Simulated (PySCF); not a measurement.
## Where the electron goes

Compound: C4H6OS.
SMILES with atom numbers: `[CH3:1][C:2](=[O:3])[C@H:4]1[CH2:5][S:6]1` (hydrogens: H7, H8, H9 on C1; H10 on C4; H11, H12 on C5)

Geometry (GFN2-xTB, Å), atoms numbered from 1 in this order:
```xyz
12
C4H6OS angstrom
C      1.5750   -0.3095    0.0495
C      0.5114    0.1042   -0.9244
O      0.6558    0.0868   -2.1212
C     -0.7867    0.5844   -0.3466
C     -1.5449   -0.2445    0.6341
S     -0.8208    1.2336    1.3395
H      2.0182    0.5926    0.4705
H      2.3480   -0.8738   -0.4649
H      1.1660   -0.8896    0.8719
H     -1.3786    1.1482   -1.0625
H     -1.1177   -1.1822    0.9643
H     -2.6245   -0.2510    0.5638
```

Method: TDDFT PBE0/def2-SVPD, vertical, gas phase, core orbitals frozen in the response in PySCF.

Kohn–Sham orbitals with the atoms that hold most of them (Löwdin shares over 4%, at most four atoms; ? is withheld):

```csv
orbital,ε (eV),atoms
LUMO+2,0.68,"S6 44%, C1 12%, C5 9%, H7 8%"
LUMO+1,-0.01,"S6 46%, C5 18%, C4 7%, C2 7%"
LUMO,?,"C2 28%, O3 26%, S6 21%, C4 9%"
HOMO,-7.02,?
HOMO-1,-7.79,?
HOMO-2,-9.49,"S6 30%, C4 25%, O3 19%, C5 14%"
HOMO-3,-9.83,"S6 40%, C5 27%, C4 13%, H10 4%"
```

Which atoms hold the HOMO, and with what shares?

S6 (bonded to 2 C) 61%; O3 (bonded to C) 11%; C4 (bonded to 2 C, S and H) 8%; C5 (bonded to C, S and 2 H) 7%. By element: sulfur 61%, carbon 15% or more, oxygen 11%.

Give the leading atoms of the HOMO-1.

O3 (bonded to C) 52%; S6 (bonded to 2 C) 16%; C2 (bonded to 2 C and O) 9%; C4 (bonded to 2 C, S and H) 8%. By element: oxygen 52%, carbon 17% or more, sulfur 16%.

What is the LUMO energy, and the HOMO–LUMO gap?

ε(LUMO) = -1.17 eV; the gap is 5.85 eV (0.2149 hartree).

The HOMO–LUMO gap is 5.85 eV. Where does the response calculation put the lowest singlet, and from which orbitals?

S1 is at 4.17 eV (f = 0.0033), 1.68 eV below the gap, made of HOMO→LUMO (72%), HOMO-1→LUMO (22%). Without the coupling terms of the response equations the lowest excitation would equal the gap.

Give energy, strength and leading configuration of S1, S3 and S5, and follow the Löwdin shares of the leading atoms from the occupied to the empty orbital.

- S1 (4.17 eV, f 0.0033), HOMO→LUMO (72%): S6 61% → 21%, O3 11% → 26%, C2 at most 8% → 28%
- S3 (5.55 eV, f 0.0022), HOMO→LUMO+1 (84%): S6 61% → 46%, O3 11% → at most 7%, C5 7% → 18%
- S5 (6.55 eV, f 0.0031), HOMO-1→LUMO+1 (79%): O3 52% → at most 7%, S6 16% → 46%, C5 at most 8% → 18%

Löwdin shares depend on the basis, the more so with diffuse functions.

One conformer stands for the species.
